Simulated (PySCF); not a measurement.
Which method gave which barrier?

Saddle point of SiNH$_{7}$O, closed shell (SiNH₅ ([NH2][SiH3]) + H₂O → SiH₄O ([OH][SiH3]) + NH₃; bonds formed: Si1–O7, N2–H6; bonds broken: Si1–N2, H6–O7), PBE0-D4/def2-TZVP structure:

| atom | x (Å) | y (Å) | z (Å) |
| --- | --- | --- | --- |
| Si1 | -0.7704 | 0.0544 | -0.3830 |
| N2 | 0.4600 | -0.7187 | 0.8112 |
| H3 | -1.7721 | -1.0869 | -0.3071 |
| H4 | -1.5917 | 1.1499 | 0.1841 |
| H5 | -0.4596 | -0.0321 | -1.8388 |
| H6 | 1.0988 | 0.2522 | 0.4602 |
| O7 | 0.8195 | 1.2957 | -0.2187 |
| H8 | 0.1483 | -0.7419 | 1.7749 |
| H9 | 0.7741 | -1.6449 | 0.5506 |
| H10 | 1.2931 | 1.4722 | -1.0333 |

Computed with PySCF 2.14 with density fitting (its default auxiliary sets; JK sets also for MP2 and CCSD(T)) (basis: def2-TZVPP, with def2-QZVPP for the basis limit); correlated methods freeze the cores. Extrapolation: Hartree–Fock as exp(−7.88 √X), correlation as X^−2.97. Four methods, as single points on the PBE0-D4 structures, gave these electronic barriers from the start structure: 85.5, 93.0, 105.9, 165.1 kJ/mol.

Question: The methods were, in alphabetical order, HF, MP2, PBE-D4, r2SCAN-D4. Which gave which? (A judgement: the text doesn't fix the answer.)

Answer: Computed: PBE-D4 85.5; r2SCAN-D4 93.0; MP2 105.9; HF 165.1 kJ/mol. For comparison, CCSD(T) at an estimated basis limit (MP2 extrapolated from triple and quadruple zeta, plus CCSD(T) − MP2 in triple zeta) gives 111.9 kJ/mol.

T1 diagnostic: at most 0.011. The end structure is not quite a true minimum (one mode of 51i cm⁻¹).

The step is the kind of ligand exchange by which a precursor binds to a hydroxyl group, or is hydrolysed, in atomic layer deposition of oxides.

Labels in which every atom is bracketed show which atoms are joined, not bond orders.

For scale, one of the runs: CCSD(T)/def2-TZVPP, 202 basis functions, launched by `OMP_NUM_THREADS=4 python run.py`. Time: 6.2 min of wall clock on 4 CPU threads of an Arm Neoverse V1; the host was shared. Peak host memory: 2.5 GiB.
